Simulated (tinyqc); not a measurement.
Pariser-Parr-Pople SCF with singles CI, for the molecule O=CC=O (SMILES; centres numbered as the heavy atoms are written), step by step. One step of it, computed by the program tinyqc.

Question. Singles CI, singlets. Over the 4 single excitations with the smallest orbital gaps: A = (e_a - e_i) delta + 2 (ia|jb) - (ij|ab), with (pq|rs) = sum c_mp c_mq gamma_mn c_nr c_ns. f = 2/3 w |mu|^2 in atomic units, mu = sqrt2 sum c_ia sum_m c_mi c_ma R_m.

orbital energies (eV): -14.702886  -12.756391  -3.883244  -0.182590

coefficients:
```
         MO1        MO2        MO3        MO4
1O  0.504077   0.634257  -0.495890  -0.312598
2C  0.495890   0.312598   0.504077   0.634257
3C  0.495890  -0.312598   0.504077  -0.634257
4O  0.504077  -0.634257  -0.495890   0.312598
```

repulsion gamma_rs (eV), lower triangle:
```
           1O         2C         3C         4O
1O  15.200000
2C   5.772710  11.130000
3C   4.092353   5.346327  11.130000
4O   3.095325   4.092353   5.772710  15.200000
```

Centres (angstrom, eV; a flat drawing with bonds scaled to 1.40 angstrom):

| centre | x | y | core charge z | W | gamma_rr |
|---|---|---|---|---|---|
| 1O | 1.848000 | -0.127000 | 1 | 17.700000 | 15.200000 |
| 2C | 0.559000 | 0.421000 | 1 | 11.160000 | 11.130000 |
| 3C | -0.559000 | -0.421000 | 1 | 11.160000 | 11.130000 |
| 4O | -1.848000 | 0.127000 | 1 | 17.700000 | 15.200000 |

Give: singlet CI matrix; singlet excitation energies; oscillator strengths.

Answer.

singlet CI matrix (eV), lower triangle:
```
        2>3     1>3     2>4      1>4
2>3  6.6424
1>3  0.0000  7.7668
2>4  0.0000  0.7845  8.8238
1>4  0.5170  0.0000  0.0000  10.6857
```

singlet excitation energies (eV): 6.5773  7.3494  9.2412  10.7507

oscillator strengths: 1.0726  0.0000  0.0000  0.4368
